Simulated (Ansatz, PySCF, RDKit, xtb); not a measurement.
**Which structure has the formula CHMgSi?**

Only the formula CHMgSi is given (odd number of electrons). Aim: find the structure of lowest free energy at 298.15 K, then its properties.

Plan: many cheap relaxations first (GFN2-xTB), then density-functional screening, relaxation at PBE-D3(BJ)/def2-SVP, vibrations and a final energy. The numbers are computed, not measured.

8 further runs of the same task are left out: 1 that didn't finish, 7 set aside as unsound or not needed.

## (1) Possible bonding patterns

A program enumerates the bonding patterns with one Lewis structure each (two rings at most, one unusual centre or charged pair), with their diastereomers. O–O, O–halogen and N–halogen bonds and N–N–N chains are not drawn. That gives 9 candidates.

```csv
label,SMILES,spin
c074,[Mg][CH]=[Si],doublet
c087,[C+]#[SiH-][Mg],doublet
c230,[CH]1=[Si][Mg]1,doublet
c347,C#[Si][Mg],doublet
c350,[MgH][C]#[Si],doublet
c446,[C]#[Si][MgH],doublet
c561,[C]1=[SiH][Mg]1,doublet
c623,[C]1=[Si+][MgH-]1,doublet
c870,[Mg][C]#[SiH],doublet
```

Candidates are built by distance geometry, with a force field where one applies, in up to four conformers (letters a to d). 10 starts with atoms placed at random are added, to find patterns that the rules miss.

**Question.** With final energies at CCSD(T)/def2-TZVPP, which structure will this search put lowest in free energy, and by what margin?

| quantity | value |
| --- | --- |
| lowest structure found | [CH]1=[Si][Mg]1, doublet, Cs |
| next finalist | [C]1[MgH][Si]1 ‡, doublet, 35.7 kcal/mol higher in G |
| share at equilibrium, among the finalists | 100.0 % |
| harmonic wavenumbers, lowest and highest (PBE-D3(BJ)/def2-SVP) | 142 and 3133 cm⁻¹ |
| rotational constants, same geometry | 0.8201, 0.1554, 0.1306 cm⁻¹ |
| dipole moment (PBE0/def2-TZVPD) | 1.65 D |
| HOMO energy (highest over α and β) (PBE0/def2-TZVPD) | -5.13 eV |
| LUMO energy (lowest over α and β) (PBE0/def2-TZVPD) | -2.45 eV |
| lowest excitation (TD-CAM-B3LYP/def2-SVPD) | 1.95 eV (f = 0.023) |
| strongest of the states computed, same level | 3.09 eV (f = 0.130) |
| vertical ionisation energy (to the singlet cation) | 6.96 eV |
| vertical electron affinity | 1.06 eV |
| vertical quartet less doublet | +2.43 eV |

`[CH]1=[Si][Mg]1` comes out lowest. Among the finalists first place is clear (35.7 kcal/mol); structures outside the list aren't covered. GFN2-xTB, HF/STO-3G, r2SCAN-D4/def2-SVP, PBE-D3(BJ)/def2-SVP, HF/def2-TZVPP and MP2/def2-TZVPP already put its bonding pattern lowest among the structures in one piece. A large T1 diagnostic among the finalists warns that one reference determinant may not suffice. It concerns: the finalist [C]1[MgH][Si]1 ‡ (doublet). The stability test raises a flag; for an open shell a flag towards a general spinor solution can be the free rotation of the spin. Lowest found is not proven lowest: the search is finite, and each finalist counts with one conformer.

‡ marks the bonded skeleton alone, with all bonds drawn single: no Lewis structure was assigned that passes a check against the bond lengths.
